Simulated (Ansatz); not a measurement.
# C2H2ClN: up Jacob's ladder to CCSD(T)

An exercise on one series of results from a longer session: the logs are not shown, and one member is left open.

Program: Ansatz 0.2.0, Gaussian basis. Level of theory: functionals in def2-TZVPP, the program's frozen cores in correlated methods. These are calculated values, not measurements.

Levels to be run: LDA (SPW92), PBE-D4, revPBE-D4, BLYP-D4, r2SCAN-D4, B97M-V, PBE0-D4, B3LYP-D4, r2SCANh-D4, r2SCAN0-D4, HSE06-D4, BHLYP-D4, CAM-B3LYP-D4, LC-ωPBE, ωB97X-V, ωB97M-V, B2PLYP, PBE-QIDH; CCSD(T)/def2-SVP; CCSD(T)/def2-TZVPP; MP2/def2-QZVPP; extrapolation to the limit; RPA on PBE.

## The geometry

An earlier PBE0-D4 in a triple-zeta def2 set relaxation fixed the geometry.

SMILES `ClC1=CN1`, 6 atoms, charge 0, spin multiplicity 1.

Atoms are counted from 1 here; the program's logs count them from 0.

Bond lengths: Cl1–C2 1.663 Å, C2–C3 1.270 Å, C2–N4 1.461 Å, C3–N4 1.544 Å, C3–H5 1.072 Å, N4–H6 1.025 Å. Angles: Cl1–C2–C3 154.1°, Cl1–C2–N4 137.1°, C3–C2–N4 68.4°, C2–C3–N4 61.7°, C2–C3–H5 159.0°, N4–C3–H5 137.7°, C2–N4–C3 49.9°, C2–N4–H6 107.8°, C3–N4–H6 107.7°.

Set-up of the first run:

Contents of in.yaml:

```yaml
crystal:
  periodic: [false, false, false]
  atoms:
    - {symbol: Cl, position_ang: [0.076087, 2.193145, 0.577308]}
    - {symbol: C, position_ang: [0.049205, 0.568536, 0.224983]}
    - {symbol: C, position_ang: [0.497826, -0.618713, 0.274513]}
    - {symbol: N, position_ang: [-0.896109, -0.387958, -0.347129]}
    - {symbol: H, position_ang: [1.098262, -1.449012, 0.589587]}
    - {symbol: H, position_ang: [-0.783071, -0.369998, -1.365462]}
basis:
  gaussian: {orbitals: def2-TZVPP}
hamiltonian: {xc: lda}
output: {orbitals: {seedname: orbitals}}
```

Among the steps run: LDA; PBE-D4 (GGA); revPBE-D4 (GGA); BLYP-D4 (GGA); r2SCAN-D4 (meta-GGA); B97M-V (meta-GGA); PBE0-D4 (hybrid); B3LYP-D4 (hybrid); r2SCANh-D4 (hybrid); r2SCAN0-D4 (hybrid); HSE06-D4 (hybrid); BHLYP-D4 (hybrid); CAM-B3LYP-D4 (range-separated); LC-ωPBE (range-separated); ωB97X-V (range-separated); ωB97M-V (range-separated); B2PLYP (double hybrid); PBE-QIDH (double hybrid).

One of the session's tables, all rows but one given; the rest of the session is left out.

It belongs to the step «Frontier levels by functional». 

```
  functional  HOMO (eV)  gap (eV)
 LDA (SPW92)      -5.11      3.46
      PBE-D4      -4.98      3.59
   revPBE-D4      -4.93      3.63
     BLYP-D4      -4.87      3.60
   r2SCAN-D4      -5.19      4.02
      B97M-V          ?         ?
     PBE0-D4      -6.28      5.91
    B3LYP-D4      -6.07      5.44
  r2SCANh-D4      -5.68      4.88
  r2SCAN0-D4      -6.42      6.17
    HSE06-D4      -5.88      5.12
    BHLYP-D4      -7.45      8.19
CAM-B3LYP-D4      -7.67      8.43
     LC-ωPBE      -9.04     11.00
     ωB97X-V      -8.66     10.56
     ωB97M-V      -8.56     10.36
```

Estimate the missing values for B97M-V.

As computed: HOMO (eV): -5.27; gap (eV): 4.22. In the column «HOMO (eV)» it lies between r2SCANh-D4 (-5.68) and r2SCAN-D4 (-5.19).
